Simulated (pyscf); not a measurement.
Optimised with ωB97X-D3(BJ)/def2-SVP in PySCF. MP2 and CC: frozen core, UHF for open shells. ΔMP2 is the change of the MP2 total energy from the triple- to the quadruple-zeta basis.

Question: Estimate the classical barrier height and the reaction energy of H₂O + HO–Si:–F [singlet] -> HO–Si:–OH [singlet] + HF at CCSD(T)/def2-TZVPP + ΔMP2(QZVPP). The step runs on the singlet surface, breaks H–O, F–Si and forms O–Si, F–H; take the separated reactants as zero.

Answer: ΔE‡ = 0.75 eV, ΔE = +0.38 eV. Zero-point energy shifts the barrier by +0.01 eV. It is a four-centre exchange, with an imaginary mode of 498i cm⁻¹. On the reactant side the descent ends in a bound adduct, 0.35 eV under the separated species and 0.96 eV under the saddle at ωB97X-D3(BJ)/def2-TZVP. At ωB97X-D3(BJ) the barrier from the zero used here is 0.61 eV. This is the saddle that the search found; another between the same sides may lie lower. The CCSD(T) − MP2 part came from Ansatz, without density fitting, on the same reference.
